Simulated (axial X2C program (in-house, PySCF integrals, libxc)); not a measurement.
# Potential curves of SiCl, without spin–orbit coupling

Computed with an axial X2C code built on PySCF integrals. Spin-free means the one-electron spin-free X2C Hamiltonian. Basis: Cl dyall-v3z [8s7p2d1f], Si dyall-v3z [8s7p2d1f] (cores contracted in-house); Gaussian nuclei, density fitting, unrestricted open shells. Masses: Cl 34.969 u, Si 27.977 u.

State: M_S = 1/2, Λ = 1 (beyond evenly filled blocks: π+α). Energies in eV from the fragments at the same level (Cl + Si). Fits are polynomials in 1 − R0/R over 0.85 to 1.23 times the lowest point R0.

```tsv
R (Å)	MP2	M06
1.8105	-3.4018	-3.6105
1.8937	-3.9312	-4.1369
1.9561	-4.1553	-4.3624
2.0186	-4.2696	-4.4801
2.0810	-4.3000	-4.5148
2.1538	-4.2566	-4.4773
2.2267	-4.1511	-4.3779
2.3203	-3.9535	-4.1887
2.4348	-3.6535	-3.8996
2.6012	-3.1645	-3.4303
```

Correlated methods: 11 electrons correlated (number of frozen shells: Cl 2 s, 1 p; Si 2 s, 1 p), 135 virtual spin orbitals or spinors in MP2.

Occupations by symmetry block were frozen at the best pattern of an incomplete PBE0 search. De is counted from the lowest determinant-based energies of the atoms at the same level, without counterpoise correction. The functionals have no current-density term, which raises determinants with orbital currents, atoms included. MP2 and coupled cluster on one determinant become unreliable at the stretched end.

(1) What are Re, ωe and De at the MP2 level?

(2) What are Re, ωe and De at the M06 level?

Answers

(1) At MP2, spin-free: Re = 2.077 Å, ωe ≈ 537 cm⁻¹, De = 4.30 eV to Cl + Si; Be follows as 0.251 cm⁻¹.

(2) At M06, spin-free: Re = 2.082 Å, ωe ≈ 529 cm⁻¹, De = 4.51 eV to Cl + Si; Be follows as 0.25 cm⁻¹.
